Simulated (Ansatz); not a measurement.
# C2HO radical: how energies converge with the basis set

Aim: see how fast density functionals converge with the basis set for C2HO radical.

Method: one geometry, several basis sets; program: Ansatz 0.2.0, Gaussian basis.

Plan: PBE0-D4/def2-SVP; ωB97M-V/def2-SVP; PBE0-D4/def2-QZVPP; ωB97M-V/def2-QZVPP; the functionals' def2-TZVPP values are taken from earlier runs.

## Step 1: The geometry

The geometry comes from an earlier relaxation with PBE0-D4 in a triple-zeta def2 set; it is a stationary point.

SMILES `C#C[O]`, 4 atoms, charge 0, spin multiplicity 2.

Atoms are counted from 1 here; the program's logs count them from 0.

Bond lengths: C1–C2 1.288 Å, C1–H4 1.072 Å, C2–O3 1.167 Å. Angles: C2–C1–H4 137.7°, C1–C2–O3 170.9°.

## Step 2: PBE0-D4 in def2-SVP

Contents of in.yaml:

```yaml
crystal:
  periodic: [false, false, false]
  atoms:
    - {symbol: C, position_ang: [-0.562470, 0.217400, -0.417823]}
    - {symbol: C, position_ang: [0.342259, -0.396645, 0.262442]}
    - {symbol: O, position_ang: [1.068768, -1.106528, 0.836824]}
    - {symbol: H, position_ang: [-0.793057, 1.225473, -0.701642]}
basis:
  gaussian: {orbitals: def2-SVP}
magnetization: {spin_polarized: true, initial_magnetization: 1}
hamiltonian: {xc: pbe0, dispersion: d4}
output: {orbitals: {seedname: orbitals}}
```

After this run come: ωB97M-V in def2-SVP; PBE0-D4 in def2-QZVPP; ωB97M-V in def2-QZVPP.

**Question.** What will the summary of the whole plan be? Wanted: PBE0-D4: double and triple zeta above quadruple; ωB97M-V: double and triple zeta above quadruple.

**Answer**, as computed:

| quantity | value |
| --- | --- |
| PBE0-D4: double and triple zeta above quadruple | 5.02, 0.22 eV |
| ωB97M-V: double and triple zeta above quadruple | 5.18, 0.20 eV |

PBE0-D4 gains 4.80 eV from double to triple zeta, then 0.22 eV more. Total energies overstate the basis error of differences, where much of it tends to cancel.
